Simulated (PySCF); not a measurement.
**Working out the ionisation energy of O**

O [He] 2s2 2p4 (3P) → O+ [He] 2s2 2p3 (4S). Computed with PySCF 2.14 in def2-TZVP (5s3p2d1f, 31 functions), with the non-relativistic Hamiltonian (point nucleus). Frozen: 1s2. Energies in hartree (1 hartree = 27.21139 eV):

```tsv
part	O (lower)	O+ (upper)
UHF	-74.815625	-74.374001
CCSD correlation	-0.158274	-0.111343
(T)	-0.002846	-0.001550
```

Task: What does Hartree-Fock give?

Result: (-74.374001) − (-74.815625) = 0.441624 hartree = 12.017 eV.

Task: What do CCSD and CCSD(T) give?

Result: The CCSD correlation energies differ by 0.046931 hartree = 1.277 eV and the triples by 0.001296 hartree = 0.035 eV, so CCSD gives 13.294 eV and CCSD(T) 13.329 eV.

Measured between the centres of the two terms (NIST): 13.608 eV, so CCSD(T) (valence) is off by -0.279 eV.

What remains against the reference includes basis incompleteness, the frozen core and higher excitations.
